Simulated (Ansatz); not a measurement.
Geometry optimisation, RKS r2SCANh-D4/def2-SVP (Ansatz).

The input (input.yaml):

```yaml
crystal:
  periodic: [false, false, false]
  atoms:
    - { symbol: B, position_ang: [0.232715, -0.00626, 0.338189] }
    - { symbol: H, position_ang: [0.041463, -0.261857, 1.482333] }
    - { symbol: C, position_ang: [1.738212, 0.032497, -0.097941] }
    - { symbol: H, position_ang: [2.149925, -0.985489, 0.035681] }
    - { symbol: H, position_ang: [1.957564, 0.362791, -1.122734] }
    - { symbol: H, position_ang: [2.303026, 0.655475, 0.615709] }
    - { symbol: F, position_ang: [-0.784505, 0.202743, -0.481337] }
basis:
  gaussian: { orbitals: def2-SVP }
hamiltonian:
  xc: r2scanh
  dispersion: d4
relax:
  f_tol: 0.03
  max_steps: 50
```

Launched with:

```bash
$ ansatz run input.yaml --threads 1 --pin off --max-ram 2048MiB --backend cpu --events-out ev --progress --plain --runs-dir out
```

Problem. Where does it end, and by what steps?

Solution. The forces met the threshold. After 5 steps the energy has fallen by 0.053 eV; H2 moved furthest, 0.12 Å.

```tsv
step	energy less start (eV)	largest force component (eV/Å)	accepted
0	0.0000	0.882	yes
1	-0.0437	0.407	yes
2	-0.0467	0.418	yes
3	-0.0523	0.150	yes
4	-0.0529	0.062	yes
5	-0.0531	0.005	yes
```

```xyz
7
Properties=species:S:1:pos:R:3
B 0.265 -0.019 0.371
H -0.074 -0.293 1.501
C 1.750 0.025 -0.091
H 2.192 -0.978 0.033
H 1.885 0.346 -1.132
H 2.335 0.680 0.574
F -0.715 0.239 -0.486
```

Run time: 17 s on 1 thread of Arm Neoverse V1, on a shared host, peak memory 0.14 GiB.
